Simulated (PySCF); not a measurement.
**Magnetic susceptibility: `O=[SH](=O)O`, H₂O₃S**

Molfile (atoms numbered from 1):
```
H2O3S
     RDKit          3D

  6  5  0  0  0  0  0  0  0  0999 V2000
   -1.0691   -1.1932   -0.6269 O   0  0  0  0  0  0  0  0  0  0  0  0
   -0.4111   -0.0727   -0.0670 S   0  0  0  0  0  6  0  0  0  0  0  0
   -0.5565    1.2331   -0.6171 O   0  0  0  0  0  0  0  0  0  0  0  0
    1.1487   -0.3736    0.1055 O   0  0  0  0  0  0  0  0  0  0  0  0
   -0.7592   -0.0117    1.2731 H   0  0  0  0  0  0  0  0  0  0  0  0
    1.6504    0.4200   -0.0892 H   0  0  0  0  0  0  0  0  0  0  0  0
  1  2  2  0
  2  3  2  0
  2  4  1  0
  2  5  1  0
  4  6  1  0
M  END
```

Computed, not measured: GIAO HF/aug-pcSseg-1 magnetisability, rotational g tensor and spin-rotation constants, non-relativistic, gas phase in PySCF. Geometry: GFN2-xTB.

(1) How diamagnetic is it, and how anisotropic?

(2) Split it along the inertial axes a, b, c into diamagnetic and paramagnetic parts about the centre of mass, with the quadrupole moment.

(3) And the rotational g tensor?

Results:

(1) Isotropic -606 × 10⁻³⁰ J/T², or -36.5 × 10⁻⁶ cm³/mol; principal values -631, -603, -582 × 10⁻³⁰ J/T², anisotropy 43 × 10⁻³⁰ J/T² (root of half the summed squared differences of the principal values). The susceptibility is in cgs units.

(2) 
| axis | χ (10⁻⁶ cm³/mol) | diamagnetic (10⁻⁶ cm³/mol) | paramagnetic (10⁻⁶ cm³/mol) | summed x² of all electrons (Å²) | quadrupole Θ (D Å) |
| --- | --- | --- | --- | --- | --- |
| a | -37.2 | -175.8 | 138.6 | 34.2 | +3.10 |
| b | -37.1 | -186.2 | 149.1 | 31.8 | -8.45 |
| c | -35.1 | -280.1 | 245.0 | 9.7 | +5.34 |

Anisotropies 2χaa − χbb − χcc = -2.2 and 2χbb − χaa − χcc = -1.9 × 10⁻⁶ cm³/mol. Θ is traceless in Buckingham's convention.

(3) 
```tsv
axis	rotational constant (GHz)	g	nuclear part	electronic part
a	9.3484	-0.0796	0.5292	-0.6088
b	8.6253	-0.0464	0.5580	-0.6043
c	4.9724	-0.0503	0.5220	-0.5724
```
Asymmetric top; isotopes 1H, 16O, 32S; no vibrational averaging.
